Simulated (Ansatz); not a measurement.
```yaml
crystal:
  periodic: [false, false, false]
  atoms:
    - {symbol: F, position_ang: [-0.340436, 0.123784, -0.171963]}
    - {symbol: F, position_ang: [0.397175, -0.123784, 0.171963]}
basis:
  gaussian: {orbitals: x2c-TZVPPall}
total_charge: 1
magnetization: {spin_polarized: true, initial_magnetization: 1}
hamiltonian: {xc: {name: PBE-QIDH}}
scf: {lower_state_search: full}
output: {forces: true}
```

```sh
$ ansatz run in.yaml --threads 2 --pin off --events-out ev --progress --plain --max-ram 32768MiB --backend cpu
```

Shortened log:

```
Functional definition: PBE-QIDH
425 factors; integrals over basis functions are off by at most 1.1e-3 eV
mean field evaluation 1: about -5393.4474 eV, gradient 2.4e1 eV
mean field evaluation 2: about -5393.4535 eV, gradient 2.4e1 eV
mean field evaluation 4: about -5394.5812 eV, gradient 1.2e0 eV
mean field evaluation 8: about -5394.5840 eV, gradient 2.9e-3 eV
mean field evaluation 32: about -5394.5840 eV, gradient 1.2e-4 eV
mean field evaluation 64: about -5394.5840 eV, gradient 3.6e-5 eV
mean field -5394.58403765 eV, -198.2473068033 hartree, gradient 9.3e-7 eV, S^2 0.754225; 3 other end points of the search recorded, 0 dependent functions left out
2 core orbitals not correlated: weight in the atoms' cores, before any rotation towards them, 1.000 or more for the frozen orbitals, at most 0.000 for the correlated occupied ones
reference -5394.58404068 eV, -198.2473069146 hartree; 7, 6 occupied and 53, 54 virtual orbitals, 425 factors
second order -12.59969049 eV of doubles, -0.00000000 eV of singles
Total energy: -5398.78393751 eV, -198.4016502764 hartree
Relativity: scalar
Atom 0 at    -0.340436     0.123784    -0.171963 Å, force  -109.347854    36.700957   -50.985641 eV/Å
Atom 1 at     0.397175    -0.123784     0.171963 Å, force   109.347854   -36.700957    50.985641 eV/Å
Dipole moment:    -0.000000     0.000000    -0.000000 e Å
```

(1) Something in this input is off. What?

Results:

(1) The geometry is squeezed to about two thirds of its size. The calculation finished and met its thresholds. The result belongs to that input, not to the molecule as meant.
